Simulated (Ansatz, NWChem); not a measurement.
Heat of formation of C4H4N2 (SMILES c1cnccn1) from total energies

C4H4N2 has 10 atoms, charge 0, and is taken as a singlet. SMILES: `c1cnccn1`. The coordinates come from a PBE0-D4/def2-TZVP relaxation.

Total energies at CCSD(T)/cc-pVDZ, 6 core orbitals frozen (NWChem 7.3.0); the atoms run unrestricted:

```
species    state  energy (Eh)
 C4H4N2  singlet  -263.601240
      C  triplet   -37.760377
      N  quartet   -54.478502
      H  doublet    -0.499278
```

Harmonic wavenumbers at PBE/def2-SVP, in cm⁻¹: 309, 417, 584, 703, 764, 776, 916, 963, 969, 997, 1023, 1060, 1136, 1210, 1278, 1316, 1402, 1462, 1561, 1576, 3073, 3074, 3087, 3094.

Measured heats of formation of the gaseous atoms at 298.15 K, in kJ/mol: C 716.9, N 472.4, H 218.0. Spin-orbit lowering of the atoms at 298 K (mean of the ground term's levels less their thermal mean, from spectra), in kJ/mol: C 0.02. Take 1 Eh = 2625.50 kJ/mol, 1 cm⁻¹ = 0.0119627 kJ/mol, RT = 2.479 kJ/mol.

Work out the heat of formation of the gas at 298 K.


1. Electronic atomisation energy: 4 × (-37.760377) + 2 × (-54.478502) + 4 × (-0.499278) − (-263.601240) = 1.605616 Eh = 4215.5 kJ/mol.
2. Zero-point energy: half the sum of the wavenumbers, 16375 cm⁻¹ = 195.9 kJ/mol.
3. Thermal vibrational enthalpy, Σ hcν̃/(exp(hcν̃/kT) − 1): 3.9 kJ/mol. Translation, rotation and pV of a non-linear molecule: 4 RT = 9.9 kJ/mol.
4. The 10 free atoms carry 5/2 RT each: 62.0 kJ/mol.
5. Spin-orbit coupling lowers the free atoms by 4 × 0.02 = 0.1 kJ/mol.
6. Atomisation enthalpy at 298 K: 4215.5 − 0.1 − 195.9 − 3.9 − 9.9 + 62.0 = 4067.7 kJ/mol.
7. Sum of the atoms' heats of formation: 4684.4 kJ/mol. Heat of formation: 4684.4 − 4067.7 = +616.7 kJ/mol.

The tabulated value is +196.1 kJ/mol (CRC Handbook of Chemistry and Physics), so this level is off by +420.6 kJ/mol, or 9.4 % of the atomisation enthalpy. Coupled cluster needs large bases for atomisation: in a finite one the molecule is underbound. A double-zeta basis underbinds. Anharmonicity and any spin-orbit splitting of the molecule are left out, and so is core correlation.
